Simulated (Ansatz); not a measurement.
# SiP (quartet): wave-function methods side by side, 6-31G

How much of the correlation energy of SiP (quartet) does each wave-function method recover here?

Computed with Ansatz 0.2.0, Gaussian basis. Level: 6-31G, core rule «outside noble gas», up to 10 orbitals frozen.

The runs, in order: UHF; CCSD(T) on ROHF; CCSD(T) on UHF; BCCD(T) on ROHF; CISD; CCSDT(Q) on ROHF; CCSDT(Q) on UHF; CISDTQ; CCSDTQ on ROHF; CCSDTQ on UHF; CASSCF and MRCISD+Q, 9 electrons in 8 orbitals; CASSCF and NEVPT4(SD), 9 electrons in 8 orbitals; CASSCF and NEVPT2, 9 electrons in 8 orbitals; Full CI; Full CI in the symmetry of the determinant; Full CI, several states.

16 further runs of the same task are left out: 5 that didn't finish, 11 set aside as unsound or not needed.

### Step 1. The geometry

The geometry is a PBE0/def2-TZVP stationary point (not a proven minimum).

2 atoms, charge 0, spin multiplicity 4.

Atoms are counted from 1 here; the program's logs count them from 0.

Bond lengths: Si1–P2 2.343 Å.

### Step 2. UHF

Contents of in.yaml:

```yaml
crystal:
  periodic: [false, false, false]
  atoms:
    - {symbol: Si, position_ang: [0.000000, 0.000000, 0.000000]}
    - {symbol: P, position_ang: [0.000000, 0.000000, 2.343000]}
basis:
  gaussian: {orbitals: 6-31G}
magnetization: {spin_polarized: true, initial_magnetization: 3}
hamiltonian: {xc: hf}
output: {orbitals: {seedname: orbitals}}
```

Started as:

```sh
$ ansatz run in.yaml --threads 1 --pin off --events-out ev --progress --plain --max-ram 2393MiB
```

The runs that follow: CCSD(T) on ROHF; CCSD(T) on UHF; BCCD(T) on ROHF; CISD; CCSDT(Q) on ROHF; CCSDT(Q) on UHF; CISDTQ; CCSDTQ on ROHF; CCSDTQ on UHF; CASSCF and MRCISD+Q, 9 electrons in 8 orbitals; CASSCF and NEVPT4(SD), 9 electrons in 8 orbitals; CASSCF and NEVPT2, 9 electrons in 8 orbitals; Full CI; Full CI in the symmetry of the determinant; Full CI, several states.

**Question.** What will the summary of the whole plan be? Wanted: FCI below the RHF energy; UMP2 from FCI; NEVPT2 valence from FCI; NEVPT4(SD) valence from FCI; MRCISD+Q valence from FCI; T1 diagnostic; effectively unpaired electrons.

As calculated:

| quantity | value |
| --- | --- |
| FCI below the RHF energy | -2.2998 eV |
| UMP2 from FCI | +87.4 kJ/mol |
| NEVPT2 valence from FCI | +28.3 kJ/mol |
| NEVPT4(SD) valence from FCI | +4.1 kJ/mol |
| MRCISD+Q valence from FCI | +0.9 kJ/mol |
| levels within 1 kcal/mol (43 meV) | NEVPT4(SD) valence, MRCISD valence, MRCISD+Q valence |
| T1 diagnostic | 0.025 |
| effectively unpaired electrons | 3.79 |

The occupations show some static correlation. Of the multireference levels listed MRCISD+Q valence comes nearest in total energy (+0.9 kJ/mol), which doesn't show that its space is the better one. The lowest state has another symmetry than the determinant, whose own symmetry lies 0.32 eV higher, so single-reference misses include that gap. The next state among those solved, a quartet, lies 0.32 eV up. These misses are within one basis, not against nature; the frozen cores of restricted and unrestricted runs differ, which can shift their rows.
